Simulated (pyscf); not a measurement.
F–SiH₃ + water (H₂O) → silanol (HO–SiH₃) + hydrogen fluoride (HF), a four-centre exchange (singlet surface; F–Si, H–O broken, O–Si, F–H formed). PySCF, gas phase, ωB97X-D3(BJ)/def2-SVP geometries. MP2 and CC: frozen core, UHF for open shells. ΔMP2 is the change of the MP2 total energy from the triple- to the quadruple-zeta basis. Energies in eV from the separated reactants.

Small-basis levels: PySCF, no dispersion term, spherical d functions. AM1 to PM7: differences of heats of formation from MOPAC. GFN2-xTB: tblite. Cost: rough CPU time at the saddle relative to B3LYP/6-31G*, from one job on a shared machine.

```
level                             barrier  reaction energy        cost
--------------------------------  -------  ---------------  ----------
HF/STO-3G                            1.58            +0.43        0.06
SVWN5/6-31G*                         0.15            +0.64         0.9
B3LYP/3-21G                          0.01            +0.65         0.7
B3LYP/6-31G*                         1.00            +0.73           1
B3LYP/6-311+G**                      1.23            +0.42           1
GFN2-xTB                             1.24            +0.64  under 0.02
PM3                                  2.50            +0.23  under 0.02
PM6                                  1.23            +0.57  under 0.02
PM7                                  2.49            +0.80  under 0.02
CCSD(T)/def2-TZVPP + ΔMP2(QZVPP)     1.24            +0.45           –
```

Against the last row the barrier runs from -1.23 (B3LYP/3-21G) to +1.26 eV (PM3); GFN2-xTB happens to lie closest here (0.01 eV apart). At SVWN5/6-31G*, B3LYP/3-21G this geometry lies under one side, so the entry may be no barrier of that level: it is a single point on another level's saddle. CCSD(T)/def2-TZVPP + ΔMP2(QZVPP) has limits of its own. On the product side the descent ends in a complex, 0.33 eV under the separated species and 0.99 eV under the saddle at ωB97X-D3(BJ)/def2-TZVP. At ωB97X-D3(BJ) the barrier from the zero used here is 1.11 eV. This is the saddle that the search found; another between the same sides may lie lower. The CCSD(T) − MP2 part came from Ansatz, without density fitting, on the same reference.
